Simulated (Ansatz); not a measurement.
For zinc-blende GaSb, r²SCAN (plane waves, PAW; Ansatz, an electronic-structure program) gives:

| Quantity | Result |
|---|---|
| lattice parameter a | 6.132 Å |
| bulk modulus B0 | 53.4 GPa |
| cohesive energy | 2.93 eV/atom |
| band gap at the measured cell | 0.55 eV |

**Question.** What does B3LYP (VWN-RPA form) in Ansatz (PAW) give for the same quantities?

**Answer.** 
- lattice constant a: 6.241 Å (goes up by 1.8 %)
- bulk modulus: 44.0 GPa (falls by 18 %)
- cohesive energy: 2.47 eV/atom (decreases by 0.46 eV/atom)
- band gap at the measured cell: 0.93 eV (goes up by 0.38 eV)

For comparison: lattice constant a 6.096 Å (measured, 300 K, no zero-point or thermal correction; as tabulated in Vurgaftman et al. (2001), doi:10.1063/1.1368156); bulk modulus 57 GPa (measured, temperature not stated, no zero-point or thermal correction; as tabulated in Toher et al. (2017), arXiv:1611.05714); cohesive energy 3.03 eV/atom (measured, zero-point energy (9/8 kB θD) added and atomic spin-orbit splittings removed, spin-orbit-averaged atoms; as tabulated in Paulus et al. (1996), arXiv:cond-mat/9605064); band gap 0.84 eV (measured, zero-point shift of 0.03 eV (the table's estimate, ZP (est)) added back here, E0, Γ; inputs from arXiv:2302.06325).

Changes are worked out from the printed values.

Unless a cell is named, each level is at its own relaxed cell (r²SCAN 28.82, B3LYP (VWN-RPA form) 30.38 Å³/atom).

Levels without +SOC leave out spin–orbit coupling, which shifts energies and cells of such heavy elements.

Spin–orbit coupling is included only where a level's name says +SOC; with heavier elements it mostly lowers gaps and can invert bands. Density-functional gaps are differences of (generalised) Kohn–Sham levels.

Ansatz's density-functional and Hartree–Fock values are scalar-relativistic unless marked +SOC, with PAW data made under PBE.
